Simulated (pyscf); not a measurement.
H₂N–Al(NH₂)–NH₂ (SMILES [NH2][Al]([NH2])[NH2]) -> NH₃ (SMILES N) + HN=Al–NH₂ (SMILES [NH]=[Al][NH2]) (elimination; singlet surface; Al–N, H–N broken, H–N formed). Structures and frequencies: ωB97X-D3(BJ)/def2-SVP in PySCF. MP2 and CC: frozen core, UHF for open shells. ΔMP2 is the change of the MP2 total energy from the triple- to the quadruple-zeta basis. Energies in eV from the reactant's lowest minimum found.

```
level                             barrier  reaction energy
--------------------------------  -------  ---------------
PBE/def2-TZVP                        2.18            +3.64
r²SCAN/def2-TZVP                     2.38            +3.88
B3LYP-D3(BJ)/def2-TZVP               2.46            +3.81
PBE0-D3(BJ)/def2-TZVP                2.40            +3.90
M06-2X/def2-TZVP                     2.56            +4.02
MP2/def2-QZVPP                       2.46            +3.81
CCSD(T)/def2-TZVPP + ΔMP2(QZVPP)      ___              ___
```

Task: What belongs in the gaps?

Result: 
- CCSD(T)/def2-TZVPP + ΔMP2(QZVPP), barrier: 2.53
- CCSD(T)/def2-TZVPP + ΔMP2(QZVPP), reaction energy: +3.84

Of the functionals in the table, M06-2X is closest to CCSD(T)/def2-TZVPP + ΔMP2(QZVPP) in the barrier (0.03 eV apart) and PBE least close (0.35 eV); that level has limits of its own. On the product side the descent ends in an adduct with a Al–N contact, 1.53 eV under the separated species and 0.14 eV under the saddle at ωB97X-D3(BJ)/def2-TZVP. At PBE, r²SCAN, B3LYP-D3(BJ), PBE0-D3(BJ), M06-2X, MP2, CCSD(T) the saddle lies under the separated products, which points to a path from their complex (located at ωB97X-D3(BJ) alone), and parting the products costs more than the saddle. What is counted as broken (Al–N) persists as a longer contact in the product adduct; parting that adduct is a step of its own. One saddle was located; it need not be the lowest between these sides. The CCSD(T) − MP2 part came from Ansatz, without density fitting, on the same reference.
